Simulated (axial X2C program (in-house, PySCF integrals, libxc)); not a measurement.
Curves of AlCl⁻ by EOM-EA-CCSD

Computed with an in-house all-electron X2C program for linear molecules (integrals from PySCF): two-component X2C with atomic mean-field Coulomb and Gaunt terms, Gaussian nuclei, basis Cl dyall-av3z, Al dyall-av3z with contracted cores.

Energies in eV from the lowest point of the lowest state; states are followed by energy order within each Ω. Reference: AlCl, 10 electrons correlated in 92 virtual spinors with an MP2 remainder; levels at this size can be off by some tenths of an eV. Masses 34.969 and 26.982 u.

```csv
R (Å),(1)Ω=1/2,(1)Ω=3/2
1.985,0.4853,0.4920
2.072,0.2093,0.2166
2.158,0.0621,0.0698
2.255,0.0000,0.0083
2.352,0.0145,0.0216
2.482,0.0940,0.1013
```

T1 of the reference reaches 0.013 (Lee–Taylor). Curves followed by order can swap character. Number of frozen shells: Cl 2 s, 1 p; Al 2 s, 1 p. Roots with under 60 % one-particle weight at any point are counted in the labels but not shown, and the list ends where the roots sought for some Ω run out; states that need a further excitation are missing and may lie low or lowest. Curves with a minimum but no constants failed the fit check.
